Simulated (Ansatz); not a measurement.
# SiH₃+ (triplet): the correlation ladder, def2-QZVPP

An exercise on one series of results from a longer session: the logs are not shown, and one member is left open.

Method: def2-QZVPP, core rule «outside noble gas», up to 5 orbitals frozen; program: Ansatz 0.2.0, Gaussian basis.

The runs, in order: UHF; ROHF; CCSD(T) on UHF.

2 further runs of the same task are left out: 2 set aside as unsound or not needed.

### What is computed

The geometry is a PBE0/def2-TZVP stationary point (not a proven minimum).

4 atoms, charge 1, spin multiplicity 3.

Atoms are counted from 1 here; the program's logs count them from 0.

Bond lengths: Si1–H2 1.492 Å, Si1–H3 1.694 Å, Si1–H4 1.694 Å. Angles: H2–Si1–H3 105.3°, H2–Si1–H4 105.3°, H3–Si1–H4 30.1°.

Set-up of the first run:

in.yaml

```yaml
crystal:
  periodic: [false, false, false]
  atoms:
    - {symbol: Si, position_ang: [0.000000, 0.067650, -0.078712]}
    - {symbol: H, position_ang: [0.000000, -1.225497, -0.823444]}
    - {symbol: H, position_ang: [0.439321, -0.329762, 1.508342]}
    - {symbol: H, position_ang: [-0.439321, -0.329762, 1.508342]}
basis:
  gaussian: {orbitals: "def2-QZVPP.json"}
total_charge: 1
magnetization: {spin_polarized: true, initial_magnetization: 2}
hamiltonian: {xc: hf}
output: {orbitals: {seedname: orbitals}}
```

Command:

```sh
ansatz run in.yaml --threads 1 --pin off --events-out ev --progress --plain --max-ram 2393MiB
```

Steps of the session up to this table: UHF; ROHF; CCSD(T) on UHF.

One table of the session follows, with a row left open; its other results are not shown here.

It belongs to the step «Misses and costs». 

| method | from UCCSD(T) (kcal/mol) |
| --- | --- |
| ROHF | +79.01 |
| UHF | ? |
| UMP2 | +15.76 |
| UCCSD | +2.15 |
| UCCSD(T) | 0 |

Estimate the missing values for UHF.

The run gave: from UCCSD(T) (kcal/mol): +77.62. In the column «from UCCSD(T) (kcal/mol)» it lies between UMP2 (+15.76) and ROHF (+79.01).
